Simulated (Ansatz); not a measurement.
Input file:

```yaml
crystal:
  periodic: [false, false, false]
  atoms:
    - {symbol: B, position_ang: [0.000000, -0.501036, 1.797314]}
    - {symbol: Si, position_ang: [0.000000, 0.361580, 0.166961]}
    - {symbol: F, position_ang: [0.000000, -0.345292, -1.261620]}
    - {symbol: H, position_ang: [0.000000, 1.807190, -0.149981]}
basis:
  gaussian: {orbitals: cc-pVDZ}
magnetization: {spin_polarized: false, initial_magnetization: 5}
correlation: {method: ccsd_t, electrons: outside_noble_gas}
accuracy: high
output: {forces: true}
```

```sh
$ ansatz run in.yaml --threads 1 --pin off --events-out ev --progress --plain --max-ram 2393MiB
```

Output:

```
1070 factors; integrals over basis functions are off by at most 3.5e-9 eV
mean field evaluation 1: about -11242.5199 eV, gradient 2.1e1 eV
mean field evaluation 2: about -11242.5894 eV, gradient 2.1e1 eV
mean field evaluation 4: about -11245.5238 eV, gradient 5.3e0 eV
mean field evaluation 8: about -11245.7724 eV, gradient 1.3e0 eV
mean field evaluation 16: about -11246.1639 eV, gradient 2.2e-1 eV
mean field evaluation 32: about -11245.6997 eV, gradient 2.1e0 eV
mean field evaluation 64: about -11246.1686 eV, gradient 1.5e-4 eV
mean field evaluation 96: about -11243.6769 eV, gradient 3.1e0 eV
mean field evaluation 128: about -11243.1562 eV, gradient 9.0e0 eV
mean field evaluation 160: about -11242.7257 eV, gradient 1.4e0 eV
...
cycle  17  -8.54351711 eV  change   -3.5e-8 eV  update   7.0e-8
cycle  18  -8.54351710 eV  change    1.4e-8 eV  update   3.3e-8
cycle  19  -8.54351723 eV  change   -1.3e-7 eV  update   8.9e-8
cycle  20  -8.54351728 eV  change   -5.0e-8 eV  update   3.7e-8
cycle  21  -8.54351732 eV  change   -4.3e-8 eV  update   1.7e-8
cycle  22  -8.54351734 eV  change   -2.1e-8 eV  update   9.3e-9
cycle  23  -8.54351735 eV  change   -7.0e-9 eV  update   4.6e-9
cycle  24  -8.54351735 eV  change   -3.5e-9 eV  update   2.5e-9
cycle  25  -8.54351735 eV  change   -1.1e-9 eV  update   1.3e-9
cycle  26  -8.54351735 eV  change  -6.5e-10 eV  update  6.4e-10
perturbative correction -0.23188151 eV, -0.0085214883 hartree
the calculation of the forces begins
Total energy: -11254.94401818 eV, -413.6115637931 hartree
Atom 0 at     0.000000    -0.501036     1.797314 Å, force     0.000000    -1.870227     3.852429 eV/Å
Atom 1 at     0.000000     0.361580     0.166961 Å, force    -0.000000     1.603502    -1.585473 eV/Å
Atom 2 at     0.000000    -0.345292    -1.261620 Å, force     0.000000    -1.119504    -2.188692 eV/Å
Atom 3 at     0.000000     1.807190    -0.149981 Å, force     0.000000     1.386229    -0.078264 eV/Å
Dipole moment:     0.000000     0.484793    -0.268948 e Å
```

Forces (eV/Å):
```
B    0.000 -1.870  3.852
Si   0.000  1.604 -1.585
F    0.000 -1.120 -2.189
H    0.000  1.386 -0.078
```

Ran on 1 thread of Arm Neoverse V2, shared host: 22 s wall, 0.31 GiB peak host memory.
